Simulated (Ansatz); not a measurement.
Which is lower?

Two relaxed structures of CH$_{3}$Al$_{2}$, doublet (PBE0-D4/def2-TZVP; forces vanish, vibrations not checked).

A:

```tsv
atom	x (Å)	y (Å)	z (Å)
C1	0.2238	-0.0089	-0.7161
Al2	0.6632	-1.7590	-0.3789
Al3	0.4807	0.3465	1.0665
H4	0.9272	-3.2817	-0.7180
H5	-0.0638	0.5669	-1.5906
H6	0.5360	1.2300	2.3778
```

B:

C1  (0.179, -0.358, 0.923)
Al2  (1.541, -0.747, -0.279)
Al3  (-0.751, 0.320, -0.516)
H4  (-2.022, 1.003, -1.151)
H5  (0.526, -0.048, -1.625)
H6  (0.044, -0.492, 1.988)
(Å)

Ansatz 0.2.0; basis: def2-TZVPP; cores frozen in the correlated methods; orbitals are unrestricted. B3LYP uses VWN-RPA correlation.

Question: Which structure is lower at CCSD(T), and by how much? (Judge from chemistry; the value comes from the calculation.)

Answer: The calculation gives: B, by 50.4 kJ/mol (electronic energy, against the other). By their contacts, A is CH₃Al₂ ([CH]1[AlH][AlH]1) and B is CH₃Al₂ ([H]1[Al]2[CH][AlH]12).

All methods give the same order:

```tsv
method	E(B) − E(A) (kJ/mol)
PBE-D4	-48.5
r2SCAN-D4	-46.4
PBE0-D4	-48.1
B3LYP-D4	-50.6
wB97M-V	-56.7
HF	-41.9
MP2	-55.6
CCSD	-47.6
CCSD(T)	-50.4
```

T1 diagnostic: at most 0.028. ⟨S²⟩ of the unrestricted Hartree–Fock references: 0.77 to 0.81 (a pure state has 0.75). The unrestricted reference is spin-contaminated, which hurts MP2 most.

Labels in which every atom is bracketed show which atoms are joined, not bond orders.

For scale, one of the runs: CCSD(T)/def2-TZVPP, 157 basis functions, launched by `ansatz run in.yaml --threads 2 --pin off --events-out ev --progress --plain --max-ram 4352MiB`. Time: 43 s of wall clock on 2 CPU threads of an Arm Neoverse V2; the host was shared. Peak host memory: 2.2 GiB.
